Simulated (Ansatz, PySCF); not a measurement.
Molecule (SMILES): FC(F)(F)F.
Geometry (B3LYP-D3(BJ)/def2-TZVP, fixed):
```xyz
5

C      0.0000     0.0000     0.0000
F      0.7629     0.7657     0.7682
F     -0.7843    -0.7493     0.7628
F     -0.7467     0.7653    -0.7843
F      0.7680    -0.7817    -0.7466
```

Near-linear dependence at HF/d-aug-cc-pVDZ with PySCF (spherical functions, density fitting): canonical orthogonalisation drops combinations whose overlap eigenvalue lies under the threshold. The set has 160 functions.

| threshold | orbitals kept | energy minus last row (mEh) |
|---|---|---|
| 1e-3 | ? | ? |
| 1e-4 | ? | ? |
| 1e-5 | ? | ? |
| 1e-6 | 160 | 0.000 |
| 1e-7 | 160 | 0.000 |
| 1e-9 | 160 | 0.000 |

Problem. Complete the blanks.

Solution. 
- 1e-3, orbitals kept: 153
- 1e-3, energy minus last row (mEh): 2.115
- 1e-4, orbitals kept: 157
- 1e-4, energy minus last row (mEh): 0.101
- 1e-5, orbitals kept: 160
- 1e-5, energy minus last row (mEh): 0.000

The smallest overlap eigenvalue is 6.1e-05. Ansatz (a program for electronic structure) at its default drops 0 functions.
